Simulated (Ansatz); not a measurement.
**BCl3, singlet: reading a ladder of total energies**

Geometry: MP2(full)/6-31G*, from the G2/97 set.

```xyz
4

B     0.0000    0.0000    0.0000
Cl    0.0000    1.7354    0.0000
Cl    1.5029   -0.8677    0.0000
Cl   -1.5029   -0.8677    0.0000
```

Basis cc-pV(D+d)Z; Ansatz 0.2.0. Only valence electrons are correlated (noble-gas cores frozen), which leaves 24 electrons in 67 orbitals. R marks a restricted (for open shells ROHF) determinant.

Full CI isn't at hand for all of this; RCCSDT(Q) serves as the reference, and is uncertain by about the last step of the cluster series.

Runs differ by some tens of microhartree through their thresholds, so steps under 0.03 kcal/mol mean nothing.

| level | total energy (hartree) |
| --- | --- |
| RHF | -1403.329813 |
| RMP2 | -1403.824393 |
| RCCSD | -1403.862285 |
| RCCSD(T) | -1403.877426 |
| RCCSDT | -1403.878324 |
| RCCSDT(Q) | -1403.879489 |

Task: What is the correlation energy at RCCSDT(Q), and what share of it do RMP2 and RCCSD(T) recover?

Result: E(corr) = -1403.879489 − (-1403.329813) = -0.549676 hartree = -14.957 eV. RMP2: -0.494580 / -0.549676 = 89.98 %. RCCSD(T): -0.547613 / -0.549676 = 99.62 %.

Task: By how many kcal/mol does RCCSD(T) miss RCCSDT(Q) (1 hartree = 627.509 kcal/mol), and which steps make up the rest?

Result: -1403.877426 − (-1403.879489) = 0.002063 hartree = 1.29 kcal/mol. Steps: RCCSDT − RCCSD(T) = -0.56, RCCSDT(Q) − RCCSDT = -0.73 kcal/mol. Differences between like states or geometries often cancel part of this.
